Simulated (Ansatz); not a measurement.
A made-up structure of CH₂BO, doublet:

```xyz
5
angstrom
B -0.3601 0.3610 -0.3170
C 1.2080 -1.2109 1.0634
O 0.5205 -0.5218 0.4583
H -0.6438 0.0097 -1.4180
H -0.7246 1.3620 0.2133
```

It is relaxed with PBE-D4/def2-SVP and then PBE0-D4/def2-TZVP (Ansatz 0.2.0). Atoms count as bonded within 1.22 times the sum of their covalent radii (H–H: 0.88 Å). The end point is not checked to be a true minimum.

**Question.** Does its bonding change? (A judgement: the text doesn't fix the answer.)

**Answer.** The calculation gives: No: no bond forms or breaks.

Where it ends: The first stage lowers the energy by 0.19 eV in 5 steps. It ends as CH₂BO ([BH2][O][C]):
B1  (-0.357, 0.358, -0.314)
C2  (1.198, -1.201, 1.055)
O3  (0.479, -0.480, 0.422)
H4  (-0.619, -0.023, -1.407)
H5  (-0.701, 1.346, 0.245)
(Å)

Labels in which every atom is bracketed show which atoms are joined, not bond orders.

For scale, one of the runs: PBE0-D4/def2-TZVP relaxation, 105 basis functions, launched by `ansatz run in.yaml --threads 2 --pin off --events-out ev --progress --plain --max-ram 4352MiB`. The run took about 9 s on 2 CPU threads of an Arm Neoverse V2 (shared host).
